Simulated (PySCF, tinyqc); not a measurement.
Inside a calculation. Method: CID on RHF in the sto-6g basis, frozen core, for LiH, spin multiplicity 1. The lowest restricted solution is unstable here: a spin-polarised one lies 0.0129 hartree lower (PySCF). One step of it, computed by the program tinyqc.

Question. CID: determinants and Hamiltonian. Slater-Condon rules over spin orbitals, with the nuclear repulsion and the energy of the frozen orbital added and E(HF) subtracted on the diagonal. Only determinants linked to the reference directly or through others are kept (one block of an abelian symmetry group), so some states are absent.

one-electron integrals dressed by the frozen orbital, h + 2 (pq|11) - (p1|1q) (hartree), lower triangle:
```
           2          3          4          5          6
2  -0.664895
3   0.062656  -0.327958
4   0.000000   0.000000  -0.296666
5   0.000000   0.000000   0.000000  -0.296666
6  -0.107038   0.073097   0.000000   0.000000  -0.338449
```

energy of the frozen orbital, 2 h_11 + (11|11) = -7.67524763 hartree

Two-electron integrals over orbitals (pq|rs), unique and non-zero (hartree); the lowest 1 orbital is frozen and left out:
```
(22|22) 0.442423    (32|22) -0.062656   (32|32) 0.024705    (33|22) 0.210268
(33|32) 0.016452    (33|33) 0.325246    (42|42) 0.020441    (43|42) 0.020691
(43|43) 0.041691    (44|22) 0.236857    (44|32) 0.017137    (44|33) 0.278861
(44|44) 0.313125    (52|52) 0.020441    (53|52) 0.020691    (53|53) 0.041691
(54|54) 0.016875    (55|22) 0.236857    (55|32) 0.017137    (55|33) 0.278861
(55|44) 0.279374    (55|55) 0.313125    (62|22) 0.107038    (62|32) -0.048619
(62|33) -0.019125   (62|44) -0.041822   (62|55) -0.041822   (62|62) 0.133623
(63|22) -0.060858   (63|32) 0.020294    (63|33) 0.037197    (63|44) 0.009993
(63|55) 0.009993    (63|62) -0.041473   (63|63) 0.033413    (64|42) -0.017757
(64|43) -0.011338   (64|64) 0.018881    (65|52) -0.017757   (65|53) -0.011338
(65|65) 0.018881    (66|22) 0.410871    (66|32) -0.048658   (66|33) 0.238360
(66|44) 0.255767    (66|55) 0.255767    (66|62) 0.086006    (66|63) -0.045923
(66|66) 0.403377
```

nuclear repulsion = 0.68134405 hartree

Hartree-Fock energy = -7.88127023 hartree

Give: determinants; H - E(HF) between determinants.

Answer.

Occupation strings over the orbitals (2 doubly, a alpha, b beta, 0 empty; spin orbitals ordered 1a 1b 2a 2b ...): 220000 202000 20a00b 200200 200020 20b00a 200002

H - E(HF) between determinants (hartree), lower triangle:
```
         220000   202000   20a00b  200200  200020   20b00a  200002
220000   0.0000
202000   0.0247   0.5567
20a00b  -0.0486   0.1103   0.4593
200200   0.0204   0.0417  -0.0113  0.6072
200020   0.0204   0.0417  -0.0113  0.0169  0.6072
20b00a   0.0486  -0.1103  -0.0334  0.0113  0.0113   0.4593
200002   0.1336   0.0334   0.0272  0.0189  0.0189  -0.0272  0.6138
```
